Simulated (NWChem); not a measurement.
**CH3O (hydroxymethyl radical): levels of theory compared**

We compute a comparison of 6 runs (UM06-2X/MINI, UM06-2X/jorge-DZP, USVWN5/6-31++G**, UM06-2X/MIDI!, UM06-2X/DGauss-DZVP, USVWN5/6-311+G**) of CH3O (hydroxymethyl radical). 

The results are computed with NWChem 7.3.0.

### 1 The structure to begin with

CH3O has 5 atoms, charge 0, and is taken as a doublet. SMILES: `[CH2]O`. The shape is that of a PBE0-D4/def2-TZVP optimisation. This is one conformer, not always the lowest.

Bond lengths: C1–O2 1.357 Å, C1–H3 1.080 Å, C1–H4 1.084 Å, O2–H5 0.960 Å. Angles: C1–O2–H5 109.6°, O2–C1–H3 113.9°, O2–C1–H4 119.2°, H3–C1–H4 121.2°.

### 2 Energy and gradient at UM06-2X/MINI (run 1)

The input, sp.nw:

```
start sp
memory total 2200 mb
charge 0

geometry units angstrom noautosym nocenter noautoz
 C     -0.327200    -0.313600     0.020200
 O      0.269400     0.900700     0.120200
 H     -1.375200    -0.266500    -0.236200
 H      0.274300    -1.179600    -0.230000
 H      1.208500     0.785300     0.284400
end

basis "ao basis" spherical bse
 C library MINI
 O library MINI
 H library MINI
end

dft
 xc m06-2x
 mult 2
 grid fine
 convergence energy 1e-08
 iterations 100
 mulliken
 print low
end

task dft gradient
```

Launch:

```
nwchem sp.nw > sp.out
```

Output:

```text
[...]
 d= 0,ls=0.0,diis     1   -114.0910396911 -1.50D+02  2.44D-02  3.79D-02     0.4
[...]
 d= 0,ls=0.0,diis     8   -114.1191448443 -4.29D-10  1.22D-06  1.10D-11     2.4
[...]
         Total DFT energy =     -114.119144844285
      One electron energy =     -224.305680547447
           Coulomb energy =       89.558547846549
    Exchange-Corr. energy =      -14.816463236664
 Nuclear repulsion energy =       35.444451093276
[...]
      Total Density - Mulliken Population Analysis
     ---------------------------------------------
    Atom       Charge   Shell Charges
 -----------   ------   -------------------------------------------------------
    1 C    6     6.35   1.99  1.24  3.12
    2 O    8     8.47   2.00  1.83  4.65
    3 H    1     0.78   0.78
    4 H    1     0.81   0.81
    5 H    1     0.59   0.59
[...]
      <S2> =      0.7524 (Exact =     0.7500)
                         DFT ENERGY GRADIENTS
    atom               coordinates                        gradient
                 x          y          z           x          y          z
   1 C      -0.618318  -0.592618   0.038172    0.000501   0.013055  -0.031105
   2 O       0.509092   1.702076   0.227145    0.077951  -0.096948   0.012057
   3 H      -2.598751  -0.503612  -0.446353    0.084471   0.000732   0.020669
   4 H       0.518352  -2.229121  -0.434637   -0.042784   0.070016   0.019225
   5 H       2.283734   1.484002   0.537438   -0.120138   0.013146  -0.020846
 Task  times  cpu:        2.8s     wall:        2.8s
 Total times  cpu:        2.9s     wall:        2.9s
```

Run time: 3.6 s. Hardware: 1 thread of Intel Xeon Platinum 8488C (Sapphire Rapids), shared host; peak memory 0.11 GiB.

### 3 Energy and gradient at UM06-2X/jorge-DZP (run 2)

The input, mol.nw:

```
start mol
title "CH3O M06-2X"
memory stack 880 mb heap 220 mb global 1100 mb

geometry units au noautosym nocenter noautoz
   C  -0.61831839 -0.59261811  0.03817247
   O   0.50909222  1.70207632  0.22714508
   H  -2.59875137 -0.50361201 -0.44635331
   H   0.51835188 -2.22912094 -0.43463701
   H   2.28373402  1.48400193  0.53743811
end

basis spherical bse
   * library jorge-DZP
end

dft
   xc m06-2x
   mult 2
   grid fine
   convergence energy 1e-08
   maxiter 100
   mulliken
   print low
end

task dft gradient
```

Launch:

```
nwchem mol.nw > mol.out
```

Output:

```text
[...]
 d= 0,ls=0.0,diis     1   -114.9948510267 -1.50D+02  5.82D-03  6.03D-02     0.8
[...]
 d= 0,ls=0.0,diis    11   -115.0259631137 -1.42D-09  3.54D-07  1.30D-10     7.5
[...]
         Total DFT energy =     -115.025963113663
      One electron energy =     -226.377661898661
           Coulomb energy =       90.962621050778
    Exchange-Corr. energy =      -15.055370806075
 Nuclear repulsion energy =       35.444448540295
[...]
      Total Density - Mulliken Population Analysis
     ---------------------------------------------
    Atom       Charge   Shell Charges
 -----------   ------   -------------------------------------------------------
    1 C    6     6.10   0.93  1.05  0.69  0.48  2.35  0.52  0.07
    2 O    8     8.26   0.95  1.03  0.84  0.88  3.46  1.09  0.02
    3 H    1     0.92   0.73  0.16  0.02
    4 H    1     0.94   0.74  0.18  0.02
    5 H    1     0.79   0.66  0.06  0.07
[...]
      <S2> =      0.7545 (Exact =     0.7500)
                         DFT ENERGY GRADIENTS
    atom               coordinates                        gradient
                 x          y          z           x          y          z
   1 C      -0.618318  -0.592618   0.038172   -0.000873   0.000328  -0.004132
   2 O       0.509092   1.702076   0.227145    0.004945  -0.006015   0.001189
   3 H      -2.598751  -0.503612  -0.446353    0.007496  -0.000612   0.002232
   4 H       0.518352  -2.229121  -0.434637   -0.003913   0.005763   0.002076
   5 H       2.283734   1.484002   0.537438   -0.007655   0.000536  -0.001364
 Task  times  cpu:        9.0s     wall:        9.0s
 Total times  cpu:        9.0s     wall:        9.0s
```

Wall time 9.6 s (1 thread of Intel Xeon Platinum 8488C (Sapphire Rapids), shared host); peak memory 0.11 GiB.

Runs 3 to 5 aren't shown in full; the table further down has their settings and results.

### 4 The polarisability at USVWN5/6-311+G(d,p) (run 6)

The input, ch3o.nw:

```
start ch3o
memory 2200 mb
charge 0

geometry noautosym nocenter noautoz
   C       -0.327200      -0.313600       0.020200
   O        0.269400       0.900700       0.120200
   H       -1.375200      -0.266500      -0.236200
   H        0.274300      -1.179600      -0.230000
   H        1.208500       0.785300       0.284400
end

basis spherical bse
   C library 6-311+G**
   O library 6-311+G**
   H library 6-311+G**
end

dft
   xc slater vwn_5
   mult 2
   grid fine
   convergence energy 1e-08
   maxiter 100
   mulliken
   noprint "final vectors analysis"
end

property
   response 1 0
end

task dft property
```

Launch:

```
nwchem ch3o.nw > ch3o.out
```

Output:

```text
[...]
          Wavefunction type:  spin polarized.
          No. of atoms     :     5
          No. of electrons :    17
[...]
          Charge           :     0
          Spin multiplicity:     2
[...]
          AO basis - number of functions:    62
[...]
              XC Information
              --------------
                        Slater Exchange Functional  1.000 local
                      VWN V Correlation Functional  1.000 local
[...]
 d= 0,ls=0.0,diis     1   -114.1268942804 -1.50D+02  6.04D-03  2.49D-01     0.8
[...]
 d= 0,ls=0.0,diis    10   -114.1737352294 -6.47D-09  6.66D-07  1.80D-09     4.4
[...]
         Total DFT energy =     -114.173735229422
      One electron energy =     -226.240047439599
           Coulomb energy =       90.742154480068
    Exchange-Corr. energy =      -14.120293363167
 Nuclear repulsion energy =       35.444451093276
[...]
      Total Density - Mulliken Population Analysis
     ---------------------------------------------
    Atom       Charge   Shell Charges
 -----------   ------   -------------------------------------------------------
    1 C    6     6.41   1.09  0.90  0.64  0.75  1.41  0.55  0.87  0.04  0.09  0.07
    2 O    8     8.20   1.07  0.92  0.99  0.99  2.02  0.79  1.40 -0.03  0.03  0.01
    3 H    1     0.82   0.26  0.46  0.07  0.02
    4 H    1     0.84   0.26  0.47  0.09  0.03
    5 H    1     0.73   0.26  0.36  0.03  0.07
[...]
      <S2> =      0.7518 (Exact =     0.7500)
[...]
 Anisotropic =       4.6799829
[...]
```

Run time: 17 s. Hardware: 1 thread of Intel Xeon Platinum 8488C (Sapphire Rapids), shared host; peak memory 0.11 GiB.

### 5 The series

| run | level | task | frequency | energy (Eh) | ⟨S²⟩ | largest force (eV/Å) | wall time |
| --- | --- | --- | --- | --- | --- | --- | --- |
| 1 | UM06-2X/MINI | gradient | – | -114.119145 | 0.752 | 6.427 | 3.6 s |
| 2 | UM06-2X/jorge-DZP | gradient | – | -115.025963 | 0.754 | 0.405 | 9.6 s |
| 3 | USVWN5/6-31++G** (spherical functions) | polarizability | 0 | -114.137941 | 0.752 | – | 15 s |
| 4 | UM06-2X/MIDI! | gradient | – | -114.326918 | 0.753 | 1.747 | 6.3 s |
| 5 | UM06-2X/DGauss-DZVP | gradient | – | -115.015805 | 0.755 | 0.545 | 8.7 s |
| 6 | USVWN5/6-311+G** | polarizability | 0 | -114.173735 | 0.752 | – | 17 s |

### 6 What came out

```
                         quantity          value
              run 6: total energy  -114.17374 Eh
             run 6: dipole moment         1.66 D
                      run 6: ⟨S²⟩          0.752
run 6: mean static polarisability     19.3 bohr³
```

In words: Over runs 4, 5, 6 the dipole moment (its size) runs from 1.51 D (UM06-2X/MIDI!) to 1.69 D (UM06-2X/DGauss-DZVP). Totals of different functionals can't be ranked against each other. In run 1 the basis is minimal, so the values are rough. All runs together took 60 s, the longest 17 s.
